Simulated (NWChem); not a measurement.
System: sulfur dioxide (SO₂); SMILES S(=O)=O

NWChem input:

```
start job
memory heap 200 mb stack 900 mb global 1100 mb
geometry units angstroms noautosym nocenter noautoz
  O      1.250381     0.000000     0.373591
  S      0.000000     0.000000    -0.369092
  O     -1.250381     0.000000     0.373591
end
basis spherical
  * library pcsseg-1
end
dft
  xc xpbe96 cpbe96
  iterations 150
end
property
  shielding 2 1 2
end
task dft property
```

NWChem printed, in part:

```
             Northwest Computational Chemistry Package (NWChem) 7.3.0
             --------------------------------------------------------

                             Geometry "geometry" -> ""
                             -------------------------

 Output coordinates in angstroms (scale by  1.889725989 to convert to a.u.)

  No.       Tag          Charge          X              Y              Z
 ---- ---------------- ---------- -------------- -------------- --------------
    1 O                    8.0000     1.25038100     0.00000000     0.37359100
    2 S                   16.0000     0.00000000     0.00000000    -0.36909200
    3 O                    8.0000    -1.25038100     0.00000000     0.37359100

 Effective nuclear repulsion energy (a.u.)     106.6927956085

  pbe96 is a nonlocal functional; adding pw91lda local functional.
                              NWChem Property Module
                              ----------------------

  itol2e modified to match energy
  convergence criterion.

                                 NWChem DFT Module
                                 -----------------

 Summary of "ao basis" -> "ao basis" (spherical)
 ------------------------------------------------------------------------------
       Tag                 Description            Shells   Functions and Types
 ---------------- ------------------------------  ------  ---------------------
 O                          pcsseg-1                 7       17   3s3p1d
 S                          pcsseg-1                10       24   4s5p1d

  itol2e modified to match energy
  convergence criterion.

            General Information
            -------------------
          SCF calculation type: DFT
          Wavefunction type:  closed shell.
          No. of atoms     :     3
          No. of electrons :    32
           Alpha electrons :    16
            Beta electrons :    16
          Charge           :     0
          Spin multiplicity:     1
          Use of symmetry is: off; symmetry adaption is: off
          Maximum number of iterations: 150
          AO basis - number of functions:    58
                     number of shells:    24
          Convergence on energy requested:  1.00D-07
          Convergence on density requested:  1.00D-05
          Convergence on gradient requested:  5.00D-04

              XC Information
              --------------
          PerdewBurkeErnzerhof Exchange Functional  1.000
            Perdew 1991 LDA Correlation Functional  1.000 local
           PerdewBurkeErnz. Correlation Functional  1.000 non-local

             Grid Information
             ----------------
          Grid used for XC integration:  fine
          Radial quadrature: Mura-Knowles
          Angular quadrature: Lebedev.
          Tag              B.-S. Rad. Rad. Pts. Rad. Cut. Ang. Pts.
          ---              ---------- --------- --------- ---------
          O                   0.60       70           7.0       590
          S                   1.00      123           6.0       770
          Grid pruning is: on
          Number of quadrature shells:   263
          Spatial weights used:  Erf1

      Superposition of Atomic Density Guess
      -------------------------------------

 Sum of atomic energies:        -546.94140695

      Non-variational initial energy
      ------------------------------

 Total energy =    -547.766657
 1-e energy   =    -967.703350
 2-e energy   =     313.243898
 HOMO         =      -0.333865
 LUMO         =      -0.115960

[...]

          -----------------------------------------
          Chemical Shielding Tensors (GIAO, in ppm)
          -----------------------------------------

                                NWChem CPHF Module
                                ------------------

  scftype          =     RHF
  nclosed          =       16
  nopen            =        0
  variables        =      672
  # of vectors     =        3
  tolerance        = 0.10D-03
  level shift      = 0.00D+00
  max iterations   =       50
  max subspace     =       30

 SCF residual:    1.0616967915320364E-005

Iterative solution of linear equations
  No. of variables      672
  No. of equations        3
  Maximum subspace       30
        Iterations       50
       Convergence  1.0D-04

   iter   nsub   residual    time
   ----  ------  --------  ---------
     1      3    1.81D-05      10.5

      Atom:    1  O
        Diamagnetic
    413.4800     -0.0000     11.1479
     -0.0000    393.0574     -0.0000
     11.1479     -0.0000    395.5519

        Paramagnetic
  -1194.3881     -0.0000    271.2076
     -0.0000   -297.9924     -0.0000
    271.2076     -0.0000   -819.2546

        Total Shielding Tensor
   -780.9081     -0.0000    282.3556
     -0.0000     95.0650     -0.0000
    282.3556     -0.0000   -423.7027

           isotropic =    -369.8486
          anisotropy =    -849.8369

          Principal Components and Axis System
                 1           2           3
             -936.4065   -268.2042     95.0650

      1         0.8759      0.4824     -0.0000
      2         0.0000      0.0000      1.0000
      3        -0.4824      0.8759     -0.0000

      Atom:    2  S
        Diamagnetic
   1061.7317     -0.0000     -0.0000
     -0.0000   1049.4512     -0.0000
     -0.0000     -0.0000   1050.4357

        Paramagnetic
  -1620.4045      0.0000      0.0004
      0.0000  -1068.4508      0.0000
      0.0004      0.0000  -1301.4825

        Total Shielding Tensor
   -558.6729      0.0000      0.0004
      0.0000    -18.9996      0.0000
      0.0004      0.0000   -251.0469

           isotropic =    -276.2398
          anisotropy =    -423.6496

          Principal Components and Axis System
                 1           2           3
             -558.6729   -251.0469    -18.9996

      1         1.0000      0.0000      0.0000
      2        -0.0000     -0.0000      1.0000
      3        -0.0000      1.0000      0.0000
```

Level: PBE/pcSseg-1, GIAO. All runs use the structure optimised with PBE0/def2-SVP. The printed shielding anisotropy is the first printed principal value minus the mean of the other two.
